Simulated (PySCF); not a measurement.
C₃H₁₀NP.
Numbering: `[CH3:1][P:2]([CH3:3])([CH3:4])=[NH:5]` (hydrogens: H6, H7, H8 on C1; H9, H10, H11 on C3; H12, H13, H14 on C4; H15 on N5)

Computed, not measured: PySCF 2.14.0, PBE0-D3(BJ)/def2-TZVP geometry optimisation, gas phase.

(1) Give the optimised bond lengths and angles.

## Answers

(1) 
| bond | length (Å) |
| --- | --- |
| C1–P2 | 1.800 |
| P2–C3, P2–C4 | 1.820 |
| P2=N5 | 1.557 |
| C1–H6 and 8 like bonds | 1.091 |
| N5–H15 | 1.011 |

Bonds in one row agree within 0.01 Å and their mean is given. A selection of angles:
| angle | degrees |
| --- | --- |
| P2–C1–H6 | 111.6 |
| P2–C1–H7 | 108.7 |
| H6–C1–H7 | 109.7 |
| H7–C1–H8 | 108.5 |
| C1–P2–C3 | 104.7 |
| C1–P2–N5 | 107.7 |
| C3–P2–C4 | 102.3 |
| C3–P2–N5 | 118.0 |
| P2–N5–H15 | 116.9 |

Torsions: H15–N5–P2–C1 180° (antiperiplanar).

The C–P distances run from 1.800 Å (C1–P2, drawn single) to 1.820 Å (P2–C3, drawn single), a spread of 0.020 Å. P2 (phosphorus bonded to 3 C and N) is distorted tetrahedral (angles from 102.3° to 118.0°).

No frequency check.
